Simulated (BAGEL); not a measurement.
# One shape, several levels: singlet CH4FSi−

Wanted: a comparison of 6 runs (HF/STO-3G, HF/3-21G, HF/6-31G*, B3LYP/aug-cc-pVDZ, PBE0/aug-cc-pVDZ, RI-MP2/aug-cc-pVDZ) of singlet CH4FSi−. 

The calculation is run with BAGEL 1.2.2.

3 further runs of the same task are left out: 2 that didn't finish, 1 set aside as unsound or not needed. Runs told in other sessions of the task aren't counted.

## 1. Starting point

CH4FSi−: 7 atoms, total charge -1, spin state singlet. As SMILES of the parent species, `C[SiH]F`. The coordinates come from a PBE0-D4/def2-TZVP relaxation. That shape belongs to the parent species and isn't relaxed for this state.

Bond lengths: C1–Si2 1.864 Å, Si2–F3 1.609 Å, C1–H4 1.091 Å, C1–H5 1.093 Å, C1–H6 1.094 Å, Si2–H7 1.494 Å. Angles: C1–Si2–F3 108.7°, C1–Si2–H7 111.7°, F3–Si2–H7 106.7°, Si2–C1–H4 111.5°, Si2–C1–H5 109.9°, Si2–C1–H6 110.0°, H4–C1–H5 108.4°, H4–C1–H6 108.5°, H5–C1–H6 108.5°.

## 2. The energy at HF/STO-3G (density fitting with qzvpp-jkfit) (run 1)

job.json

```json
{ "bagel": [

{
  "title": "molecule",
  "basis": "sto-3g",
  "df_basis": "qzvpp-jkfit",
  "angstrom": true,
  "geometry": [
    { "atom": "C", "xyz": [      -0.653500,       0.389500,      -0.298000 ] },
    { "atom": "Si", "xyz": [       0.917400,      -0.594100,      -0.104100 ] },
    { "atom": "F", "xyz": [       0.640700,      -1.812800,       0.909600 ] },
    { "atom": "H", "xyz": [      -1.444900,      -0.207800,      -0.754100 ] },
    { "atom": "H", "xyz": [      -0.470200,       1.260900,      -0.931700 ] },
    { "atom": "H", "xyz": [      -1.000700,       0.738300,       0.679600 ] },
    { "atom": "H", "xyz": [       2.011300,       0.226000,       0.498700 ] }
  ]
},

{ "title": "hf", "charge": -1 },

{ "title": "print", "file": "orbitals.molden", "orbitals": true }

]}
```

Run with:

```sh
$ BAGEL_NUM_THREADS=1 BAGEL job.json > job.out
```

The log of the run:

```text
* using 1 threads per process

  ===============================================================
  ===============================================================

  *** Geometry ***

  { "atom" : "C", "xyz" : [     -1.234936,      0.736048,     -0.563138 ] },
  { "atom" : "Si", "xyz" : [      1.733635,     -1.122686,     -0.196720 ] },
  { "atom" : "F", "xyz" : [      1.210748,     -3.425696,      1.718895 ] },
  { "atom" : "H", "xyz" : [     -2.730465,     -0.392685,     -1.425042 ] },
  { "atom" : "H", "xyz" : [     -0.888549,      2.382756,     -1.760658 ] },
  { "atom" : "H", "xyz" : [     -1.891049,      1.395185,      1.284258 ] },
  { "atom" : "H", "xyz" : [      3.800806,      0.427078,      0.942406 ] },

  Number of auxiliary basis functions:      352

  Since a DF basis is specified, we compute 2- and 3-index integrals:
    o Being stored without compression. Storage requirement is 0.001 GB

  Number of basis functions:       23
  Number of electrons      :       33

    * METHOD: MOLECULE                             0.05

  *** RHF ***

  === Nuclear Repulsion ===
   106.8824519710

      * DIIS with orbital gradients will be used.

  === RHF iteration (sto-3g) ===
      0       -423.09954391          0.01215767           0.00
      1       -423.14029744          0.00267439           0.00
      2       -423.14300723          0.00073289           0.00
      3       -423.14330071          0.00013061           0.00
      4       -423.14331375          0.00003984           0.00
      5       -423.14331471          0.00001012           0.00
      6       -423.14331479          0.00000266           0.00
      7       -423.14331479          0.00000048           0.00
      8       -423.14331479          0.00000011           0.00
      9       -423.14331479          0.00000002           0.00
     10       -423.14331479          0.00000000           0.00
    * SCF iteration converged.

    * Permanent dipole moment:
           (    0.726694,    -0.140696,    -0.393991) a.u.

    * METHOD: HF                                   0.09

    * METHOD: PRINT                                0.00

  ===============================================================
```

Wall time 0.28 s (1 thread of Intel Xeon 6975P-C (Granite Rapids), shared host).

## 3. The energy at HF/3-21G (density fitting with qzvpp-jkfit) (run 2)

job.json

```json
{ "bagel" : [

{
  "title" : "molecule",
  "basis" : "3-21g",
  "df_basis" : "qzvpp-jkfit",
  "angstrom" : true,
  "geometry" : [
    { "atom" : "C", "xyz" : [      -0.653500,       0.389500,      -0.298000 ] },
    { "atom" : "Si", "xyz" : [       0.917400,      -0.594100,      -0.104100 ] },
    { "atom" : "F", "xyz" : [       0.640700,      -1.812800,       0.909600 ] },
    { "atom" : "H", "xyz" : [      -1.444900,      -0.207800,      -0.754100 ] },
    { "atom" : "H", "xyz" : [      -0.470200,       1.260900,      -0.931700 ] },
    { "atom" : "H", "xyz" : [      -1.000700,       0.738300,       0.679600 ] },
    { "atom" : "H", "xyz" : [       2.011300,       0.226000,       0.498700 ] }
  ]
},

{ "title" : "hf", "charge" : -1 },

{ "title" : "print", "file" : "orbitals.molden", "orbitals" : true }

]}
```

Run with:

```sh
$ BAGEL_NUM_THREADS=1 BAGEL job.json > job.out
```

The log of the run:

```text
* using 1 threads per process

  ===============================================================
  ===============================================================

  *** Geometry ***

  { "atom" : "C", "xyz" : [     -1.234936,      0.736048,     -0.563138 ] },
  { "atom" : "Si", "xyz" : [      1.733635,     -1.122686,     -0.196720 ] },
  { "atom" : "F", "xyz" : [      1.210748,     -3.425696,      1.718895 ] },
  { "atom" : "H", "xyz" : [     -2.730465,     -0.392685,     -1.425042 ] },
  { "atom" : "H", "xyz" : [     -0.888549,      2.382756,     -1.760658 ] },
  { "atom" : "H", "xyz" : [     -1.891049,      1.395185,      1.284258 ] },
  { "atom" : "H", "xyz" : [      3.800806,      0.427078,      0.942406 ] },

  Number of auxiliary basis functions:      352

  Since a DF basis is specified, we compute 2- and 3-index integrals:
    o Being stored without compression. Storage requirement is 0.004 GB

  Number of basis functions:       39
  Number of electrons      :       33

    * METHOD: MOLECULE                             0.08

  *** RHF ***

  === Nuclear Repulsion ===
   106.8824519710

      * DIIS with orbital gradients will be used.

  === RHF iteration (3-21g) ===
      0       -426.15506354          0.02964223           0.01
      1       -426.24828662          0.01452628           0.01
      2       -426.27225675          0.00150305           0.01
      3       -426.27318672          0.00051110           0.01
      4       -426.27329870          0.00017008           0.01
      5       -426.27332123          0.00004076           0.01
      6       -426.27332260          0.00001083           0.01
      7       -426.27332269          0.00000295           0.01
      8       -426.27332269          0.00000077           0.01
      9       -426.27332269          0.00000027           0.01
     10       -426.27332269          0.00000011           0.01
     11       -426.27332269          0.00000003           0.01
     12       -426.27332269          0.00000001           0.01
    * SCF iteration converged.

    * Permanent dipole moment:
           (    1.119307,    -0.616503,    -0.691408) a.u.

    * METHOD: HF                                   0.15

    * METHOD: PRINT                                0.00

  ===============================================================
```

It took 0.38 s on 1 thread of Intel Xeon 6975P-C (Granite Rapids), shared host.

Runs 3 to 5 aren't shown in full; the table further down has their settings and results.

## 4. The energy at RI-MP2/aug-cc-pVDZ (density fitting with qzvpp-jkfit) (run 6)

input.json

```json
{ "bagel": [

{
  "title": "molecule",
  "basis": "aug-cc-pvdz.json",
  "df_basis": "qzvpp-jkfit",
  "angstrom": true,
  "geometry": [
    { "atom": "C", "xyz": [      -0.653500,       0.389500,      -0.298000 ] },
    { "atom": "Si", "xyz": [       0.917400,      -0.594100,      -0.104100 ] },
    { "atom": "F", "xyz": [       0.640700,      -1.812800,       0.909600 ] },
    { "atom": "H", "xyz": [      -1.444900,      -0.207800,      -0.754100 ] },
    { "atom": "H", "xyz": [      -0.470200,       1.260900,      -0.931700 ] },
    { "atom": "H", "xyz": [      -1.000700,       0.738300,       0.679600 ] },
    { "atom": "H", "xyz": [       2.011300,       0.226000,       0.498700 ] }
  ]
},

{ "title": "hf", "charge": -1 },

{ "title": "mp2", "charge": -1, "ncore": 7 }

]}
```

The basis set aug-cc-pVDZ is read from a file made from the Basis Set Exchange's data (not shown).

Run with:

```sh
$ BAGEL_NUM_THREADS=1 BAGEL input.json > input.out
```

The log of the run:

```text
* using 1 threads per process

  ===============================================================
  ===============================================================

  *** Geometry ***

  { "atom" : "C", "xyz" : [     -1.234936,      0.736048,     -0.563138 ] },
  { "atom" : "Si", "xyz" : [      1.733635,     -1.122686,     -0.196720 ] },
  { "atom" : "F", "xyz" : [      1.210748,     -3.425696,      1.718895 ] },
  { "atom" : "H", "xyz" : [     -2.730465,     -0.392685,     -1.425042 ] },
  { "atom" : "H", "xyz" : [     -0.888549,      2.382756,     -1.760658 ] },
  { "atom" : "H", "xyz" : [     -1.891049,      1.395185,      1.284258 ] },
  { "atom" : "H", "xyz" : [      3.800806,      0.427078,      0.942406 ] },

  Number of auxiliary basis functions:      352

  Since a DF basis is specified, we compute 2- and 3-index integrals:
    o Being stored without compression. Storage requirement is 0.033 GB

  Number of basis functions:      109
  Number of electrons      :       33

    * METHOD: MOLECULE                             0.11

  *** RHF ***

  === Nuclear Repulsion ===
   106.8824519710

      * DIIS with orbital gradients will be used.

  === RHF iteration (aug-cc-pvdz.json) ===
      0       -428.25299476          0.02065036           0.03
      1       -428.47483139          0.01361677           0.03
      2       -428.58463255          0.00202376           0.03
      3       -428.58847067          0.00093773           0.03
      4       -428.58944284          0.00027610           0.03
      5       -428.58961490          0.00009376           0.03
      6       -428.58963885          0.00004029           0.03
      7       -428.58964346          0.00001197           0.03
      8       -428.58964381          0.00000576           0.03
      9       -428.58964390          0.00000211           0.03
     10       -428.58964391          0.00000085           0.03
     11       -428.58964391          0.00000044           0.03
     12       -428.58964391          0.00000010           0.03
     13       -428.58964391          0.00000004           0.03
     14       -428.58964391          0.00000001           0.03
     15       -428.58964391          0.00000001           0.03
    * SCF iteration converged.

    * Permanent dipole moment:
           (    1.297624,    -0.742608,    -1.305327) a.u.

    * METHOD: HF                                   0.58

  *** RHF ***

  === Nuclear Repulsion ===
   106.8824519710

      * DIIS with orbital gradients will be used.

  === RHF iteration (aug-cc-pvdz.json) ===
      0       -428.58964391          0.00000000           0.03
    * SCF iteration converged.

    * Permanent dipole moment:
           (    1.297625,    -0.742608,    -1.305328) a.u.

  === DF-MP2 calculation ===

    * freezing 7 orbitals
    * 3-index integral transformation done
    * assembly done

      MP2 correlation energy:   -0.4750240239      0.02

      MP2 total energy:       -429.0646679387

    * METHOD: MP2                                  0.10

  ===============================================================
```

Run time: 0.92 s. Hardware: 1 thread of Intel Xeon 6975P-C (Granite Rapids), shared host; peak memory 0.11 GiB.

## 5. The series

```
run                                                              level  frozen core orbitals  energy (Eh)  HOMO energy (eV)  LUMO energy (eV)  HOMO–LUMO gap (eV)  wall time
  1                       HF/STO-3G (density fitting with qzvpp-jkfit)                     –  -423.143315              5.06             22.63               17.57     0.28 s
  2                        HF/3-21G (density fitting with qzvpp-jkfit)                     –  -426.273323              0.14             11.28               11.14     0.38 s
  3  HF/6-31G* (density fitting with qzvpp-jkfit, spherical functions)                     –  -428.535281              0.09             10.21               10.12     0.44 s
  4               B3LYP/aug-cc-pVDZ (density fitting with qzvpp-jkfit)                     –  -429.917536              1.15              2.82                1.68      7.8 s
  5                PBE0/aug-cc-pVDZ (density fitting with qzvpp-jkfit)                     –  -429.622658              1.07              2.96                1.89      6.9 s
  6              RI-MP2/aug-cc-pVDZ (density fitting with qzvpp-jkfit)                     7  -429.064668                 –                 –                   –     0.92 s
```

## 6. Outcome

| quantity | value |
| --- | --- |
| run 6: total energy | -429.06467 Eh |
| run 6: correlation energy (7 core orbitals frozen) | -475.0 mEh |

In words: Over runs 1, 2, 3, 4, 5 the HOMO–LUMO gap runs from 1.68 eV (B3LYP/aug-cc-pVDZ) to 17.57 eV (HF/STO-3G). The two ends differ in method and basis. The empty levels of an anion lie above zero and hang on the basis. Totals of different functionals can't be ranked against each other. In runs 1, 2, 3, 4, 5 the HOMO lies above zero, from self-interaction, a short basis or an electron that isn't bound. In run 1 the basis is minimal, so the values are rough. All runs together took 17 s, the longest 7.8 s.
